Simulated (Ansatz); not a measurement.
This Ansatz (a program for electronic structure) input (r2SCAN/6-311G**) gives -535.91311 Eh with 51 basis functions. A basis named .json is the Basis Set Exchange file of that set (core-valence sets with the plain set on hydrogen).

Ansatz 0.2 input:
```yaml
crystal:
  periodic: [false, false, false]
  atoms:
    - {symbol: O, position_ang: [0.02204159, 1.10436371, -0.00118827]}
    - {symbol: H, position_ang: [-0.92327012, 1.31460394, 0.01604549]}
    - {symbol: Cl, position_ang: [0.04393750, -0.59703021, -0.00038467]}
basis:
  gaussian:
    orbitals: 6-311G__.json
hamiltonian:
  xc: {name: r2SCAN}
magnetization: {spin_polarized: false}
```

Change:
```diff
- orbitals: 6-311G__.json
+ orbitals: aug-pcseg-1.json
```

Q: What does the run give now?

A: -535.85634 Eh (r2SCAN/aug-pcseg-1, 59 functions), a change of +56.77 mEh.
